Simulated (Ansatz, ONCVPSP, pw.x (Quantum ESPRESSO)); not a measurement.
# Which Li potential is closest to all-electron in the fcc crystal?

All use LDA (Perdew-Wang 92), scalar-relativistic, no spin, cutoffs from each file’s atomic test, pw.x 7.5; 13³ k-points, Fermi–Dirac smearing 0.01 Ry. Δ is the rms difference from all-electron LAPW of the E(V) curves that follow from fits to the pressures, over ±6 % in volume. Mesh and smearing are coarse and serve the comparison alone. The files are a selection: those with a ghost or negative overlap were mostly not run, and those with noisy or unconverged pressures or nearly equal Δ are left out.

All-electron: a0 = 4.237 Å (V0 = 19.01 Å³/atom), B0 = 14.9 GPa.

Problem. Rank them by Δ, smallest first.
A. optimised norm-conserving Vanderbilt (ONCV), ONCVPSP 4.0.1.1 (patched build), LDA (Perdew-Wang 92); core [He], reference 2s1; waves: 2s: rc 3.20 bohr, ncon 3, nbas 7, qcut 2.1 1/bohr, 3 projectors, debl 1.2 Ha; p scattering state at 0.29 Ha: rc 3.00 bohr, ncon 4, nbas 7, qcut 3.1 1/bohr, 1 projector; d scattering state at 0.14 Ha: rc 2.95 bohr, ncon 3, nbas 7, qcut 2.9 1/bohr, 3 projectors, debl 2.6 Ha; local part: polynomial inside 2.65 bohr (lpopt 5, dvloc0 1 Ha); core correction: Teter function, parameters optimised by the program. In the p channel the program set the typed energies aside and used 0.050 Ha.
B. optimised norm-conserving Vanderbilt (ONCV), ONCVPSP 4.0.1.1 (patched build), LDA (Perdew-Wang 92); core [He], reference 2s1; waves: 2s: rc 2.40 bohr, ncon 4, nbas 7, qcut 3.2 1/bohr, 1 projector; p scattering state at 0.3 Ha: rc 2.25 bohr, ncon 5, nbas 9, qcut 4.1 1/bohr, 2 projectors, debl 3 Ha; d scattering state at 0.3 Ha: rc 2.30 bohr, ncon 3, nbas 6, qcut 4.1 1/bohr, 2 projectors, debl 0.9 Ha; local part: polynomial inside 1.80 bohr (lpopt 3, dvloc0 1 Ha); core correction: Teter function fitted to the true core (icmod 2), fcfact 0.2.
C. optimised norm-conserving Vanderbilt (ONCV), ONCVPSP 4.0.1.1 (patched build), LDA (Perdew-Wang 92); core none, reference 1s2 2s1; waves: 1s+2s: rc 0.90 bohr, ncon 4, nbas 8, qcut 11.7 1/bohr, 2 projectors; p scattering state at 0.24 Ha: rc 0.85 bohr, ncon 5, nbas 9, qcut 9.6 1/bohr, local; d scattering state at 0.03 Ha: rc 0.85 bohr, ncon 5, nbas 9, qcut 12.1 1/bohr, 1 projector; local part: the p channel; core correction: none.

Solution. C (0.0 meV/atom), A (0.4 meV/atom), B (1.2 meV/atom).
